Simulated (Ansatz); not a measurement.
For fcc Ag, PBE-D3(BJ) in Ansatz (PAW) gives:

```
Item                        Value
-------------------  ------------
lattice parameter a       4.073 Å
bulk modulus B0           111 GPa
cohesive energy      3.11 eV/atom
```

Question: What does r²SCAN in Ansatz (plane waves, PAW) give for the same quantities?

Answer: 
- lattice constant a: 4.104 Å (grows by 0.8 %)
- bulk modulus: 104 GPa (drops by 6.3 %)
- cohesive energy: 2.87 eV/atom (shrinks by 0.24 eV/atom)

For comparison: lattice constant a 4.062 Å (measured, static lattice: zero-point anharmonic expansion removed, our sources range from 4.056 to 4.063; as tabulated in Mejia-Rodriguez and Trickey (2018), arXiv:1807.09216); bulk modulus 110 GPa (measured, corrected for temperature and zero-point phonon effects, our sources range from 104 to 111; as tabulated in Levämäki et al. (2014), arXiv:1402.3671); cohesive energy 2.97 ± 0.008 eV/atom (measured, from 0 K enthalpies of formation; zero-point vibration energy (9/8 kB θD) added; as tabulated in Csonka et al. (2009), arXiv:0903.4037).

Changes are worked out from the printed values.

Unless a cell is named, each level is at its own relaxed cell (PBE-D3(BJ) 16.89, r²SCAN 17.28 Å³/atom).

Ansatz's density-functional and Hartree–Fock values are scalar-relativistic unless marked +SOC, with PAW data made under PBE.

Ansatz is a quantum-chemistry and plane-wave program.
